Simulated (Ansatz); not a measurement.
## Cohesive energy of some bcc solids

Method: PBE0 (Ansatz, a program for electronic structure, PAW). References are measured values corrected to a static lattice or taken at low temperature (these still hold zero-point motion).

Values in eV/atom.

```tsv
solid	reference	PBE0	error (eV/atom)
bcc Na	1.12	1.03	-0.09
bcc Ba	1.91	1.73	-0.18
bcc Li	1.67	1.54	-0.13
bcc Rb	0.86	0.72	-0.14
bcc K	0.94	0.82	-0.12
bcc Cs	0.81	0.66	-0.15
```

Over these 6 solids the mean error is -0.13 eV/atom, the mean absolute error 0.13 eV/atom (median 0.13 eV/atom), and the worst case bcc Ba at -0.18 eV/atom; the value is too low in 6 of 6 cases.

All these references are brought to a static lattice.

Spin–orbit coupling is left out, also for the solids with elements from indium on (bcc Ba, bcc Cs); its size isn't shown.

Differences are worked out from the printed values.

Free atoms are spin-polarised, in the lowest state found; at levels without +SOC their spin–orbit coupling is left out. Each level is taken at its own relaxed cell. Ansatz's density-functional and Hartree–Fock values are scalar-relativistic unless marked +SOC, with PAW data made under PBE.

Not in this set, of the bcc solids with a reference value in our tables and a result at some level: 7 for a doubt noted on the run at PBE0 (antiferromagnetic bcc Cr, bcc Fe, bcc Mo, bcc Nb, bcc Ta and 2 more). These can be a level's worst cases. Values held back for tests aren't counted. Layered and molecular crystals are counted apart. The metals Ce to Yb are counted apart.

References as tabulated in Mejia-Rodriguez and Trickey (2018), arXiv:1807.09216; Csonka et al. (2009), arXiv:0903.4037.
